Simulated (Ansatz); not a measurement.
# BNC, triplet in cc-pVDZ: errors against UCCSDT(Q)

Geometry: that of the BNC, singlet, kept fixed. The singlet lies 2.0 eV lower here.

```yaml
atoms:
  - { symbol: C, position_ang: [0.0000, 0.0000, 1.2603] }
  - { symbol: B, position_ang: [0.0000, 0.0000, -1.3379] }
  - { symbol: N, position_ang: [0.0000, 0.0000, 0.0776] }
```

Basis cc-pVDZ; Ansatz 0.2.0. Correlated methods freeze the noble-gas cores, which leaves 12 electrons in 39 orbitals. R marks a restricted (for open shells ROHF) determinant, U an unrestricted one. Active spaces: valence = (12e, 12o) chosen from the atoms' valence shells.

Full CI isn't at hand for all of this; UCCSDT(Q) serves as the reference, and is uncertain by about the last step of the cluster series. The frozen core follows each run's orbitals, which can shift R against U totals by a few meV.

For open shells CISD is restricted-active-space CI with the open shells as a complete middle space.

The UHF ⟨S²⟩ is 2.060, the T1 diagnostic (RCCSD) is 0.0297 and the largest doubles amplitude (RCCSD) is 0.059. The T1 diagnostic (UCCSD) is 0.0266.

```
   level  E − E(RHF) (eV)
     UHF          -0.1531
    RMP2          -7.9721
    UMP2          -7.8890
   RCCSD          -8.4612
   UCCSD          -8.4724
RCCSD(T)          -8.8458
UCCSD(T)          -8.8433
```

Question: Estimate how far UCCSDT(Q) in cc-pVDZ lies from RCCSD(T). The table doesn't fix it; the size of (T) and the diagnostics are the guide.

Answer: UCCSDT(Q) in cc-pVDZ lies 1.44 kcal/mol below RCCSD(T), which is 16 % of the (T) step (-8.87 kcal/mol). The diagnostics are small and the rest is a small part of (T), but (T) is large here. The miss exceeds 1 kcal/mol.

The other levels:

| level | E − E(UCCSDT(Q)) (kcal/mol) | share of correlation (%) | wall time |
| --- | --- | --- | --- |
| CISD | 26.37 | 87.16 | 3.3 s |
| BCCD(T) | 1.37 | 99.33 | 3 s |
| RCCSDT | 0.84 | 99.59 | – |
| UCCSDT | 0.80 | 99.61 | – |
| RCCSDT(Q) | 0.10 | 99.95 | 21 s (H100) |
| CASSCF (valence space) | 107.16 | 47.84 | – |
| NEVPT2 (valence space) | 22.15 | 89.22 | 37 s (H100) |
| MRCISD (valence space) | 6.85 | 96.66 | – |
| MRCISD+Q (valence space) | 1.06 | 99.48 | 17 s (H100) |

The correlation energy at UCCSDT(Q), counted from RHF, is -8.908 eV. That run took 20 s on 2 threads of AMD EPYC 7R13 with a shared H100 80 GB, shared host.

Times hold each run's SCF and search for its determinant on a shared host, so for small cases they say little of a method's own cost; rows without a card ran on 1 thread of AMD EPYC 7R13.

Natural occupations of CASSCF (valence space) about the gap: 1.977 1.975 1.946 1.946 1.001 0.998 0.061 0.054 0.021 0.018; effectively unpaired electrons, Σ n²(2−n)², 2.06.
